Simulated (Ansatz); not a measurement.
This geometry of CH7BS (10 atoms, charge 0, multiplicity 1) is a first-order saddle point.

All numbers below come from RKS r2SCANh-D4/cc-pVDZ (Ansatz).

```xyz
10
Properties=species:S:1:pos:R:3
B 0.005 0.247 0.121
H -0.035 -0.472 1.194
C 1.373 0.071 -0.650
H 1.459 -0.952 -1.049
H 1.427 0.761 -1.507
H 2.259 0.249 -0.022
H -1.082 0.120 -0.385
S -0.167 2.138 1.000
H 1.141 2.274 1.328
H -0.115 0.630 1.494
```

Task: Which two structures does it join? (They come from a converged band through this point; their orientation in space is the band's.)

Result: Bonds broken: B1–H2, S8–H10. Bonds formed: H2–H10. CH7BS becomes CH5BS + H2.

Initial state:

```xyz
10
Properties=species:S:1:pos:R:3
B 0.141 0.007 0.158
H 0.211 -0.650 1.181
C 1.422 0.015 -0.800
H 1.494 -0.984 -1.264
H 1.364 0.735 -1.632
H 2.380 0.176 -0.277
H -0.949 -0.018 -0.390
S 0.017 1.964 0.894
H 1.064 2.017 1.754
H -0.878 1.803 1.898
```

Final state:

```xyz
10
Properties=species:S:1:pos:R:3
B 0.139 1.018 -0.424
H -0.498 -1.218 2.309
C 1.417 0.183 -0.745
H 1.251 -0.868 -0.455
H 1.572 0.156 -1.837
H 2.343 0.534 -0.270
H -0.939 0.724 -0.878
S 0.088 2.474 0.623
H 1.401 2.526 0.962
H -0.508 -0.463 2.237
```

Task: How far does it lie above each of them?

Result: 48.6 kJ/mol above the first and 93.7 kJ/mol above the second. This is the barrier of this one path; another mechanism may lie lower. The orbitals stay closed-shell, which can raise the energy where a bond breaks towards radicals; this wasn't checked here.

Time of the run: 4.2 min on 2 threads of Arm Neoverse V1, on a shared host, peak memory 0.19 GiB.
